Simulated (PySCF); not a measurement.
Compound: BClH3N.
InChI=1S/BClH3N/c2-1-3/h1H,3H2

Computed, not measured: TDDFT wB97X-D/def2-SVPD, vertical, gas phase, core orbitals frozen in the response in PySCF. Geometry: PBE0-D3(BJ)/def2-SVP; no solvent, vibrations or thermal averaging. Torsions of this conformer, `[NH2:1][BH:2][Cl:3]`: H–N1–B2–Cl3 180°, H–N1–B2–Cl3 0°.

Each state is given a Gaussian of 0.5 eV full width at half maximum, with ε(max) = 2.175×10⁸ f / Δν̃ (Δν̃ the width in cm⁻¹). The width is an assumption, not a result. The curve ends short of the highest state used, and states not computed would add to its high-energy end.

| λ (nm) | ε (L mol⁻¹ cm⁻¹) |
| --- | --- |
| 138.7 | 9061 |
| 140.2 | 6564 |
| 141.7 | 5099 |
| 143.2 | 4637 |
| 144.7 | 4688 |
| 146.2 | 4663 |
| 147.7 | 4265 |
| 149.2 | 3643 |
| 150.7 | 3241 |
| 152.2 | 3505 |
| 153.7 | 4623 |
| 155.2 | 6395 |
| 156.7 | 8285 |
| 158.1 | 9576 |
| 159.6 | 9990 |
| 161.1 | 9291 |
| 162.6 | 7743 |
| 164.1 | 5822 |
| 165.6 | 3980 |
| 167.1 | 2498 |
| 168.6 | 1461 |
| 170.1 | 814 |
| 171.6 | 445 |
| 173.1 | 249 |
| 174.6 | 146 |
| 176.0 | 93 |
| 177.5 | 59 |
| 179.0 | 38 |
| 180.5 | 23 |
| 182.0 | 14 |
| 183.5 | 8 |
| 185.0 | 4 |
| 186.5 | 2 |
| 188.0 | 1 |
| 189.5 | 0 |
| 191.0 | 0 |

**Question.** Locate the maxima and give the states behind the curve.

**Answer.** 159 nm (7.78 eV), ε about 10000, made up of S2 (92%); 145 nm (8.53 eV), ε about 4700, made up of S4 (90%) (hardly more than a shoulder) (ε in L mol⁻¹ cm⁻¹; maxima over ε = 5, shares over 10%). At its high-energy end, 8.94 eV, the curve is still rising (ε about 9100, from S6, S8 and S9). The states used: S1 7.24 eV (f 0.0019); S2 7.77 eV (f 0.170); S3 7.81 eV (f 0.015); S4 8.48 eV (f 0.080); S5 8.88 eV (f 0.0008); S6 8.98 eV (f 0.069); S7 9.07 eV (f 0.010); S8 9.20 eV (f 0.059); S9 9.24 eV (f 0.153); S10 9.54 eV (f 0.074).

**Question.** Does any computed singlet lie in the visible range?

**Answer.** No computed singlet lies in the visible range (380 to 750 nm); the lowest, at 171 nm, stands 3.98 eV above its violet end (3.26 eV).

**Question.** Coming from long wavelengths, where does ε first pass 100 L mol⁻¹ cm⁻¹?

**Answer.** At about 176 nm (7.05 eV), 0.19 eV below S1.

**Question.** What would ε be at 7.78 eV, the highest of these maxima, with half the width (0.25 eV)?

**Answer.** About 19900 L mol⁻¹ cm⁻¹ against 10000, a factor of about 1.99; a lone state at its own centre would give exactly 2.

The vertical ionisation energy (ΔSCF) is 10.99 eV, 1.46 eV above S10.
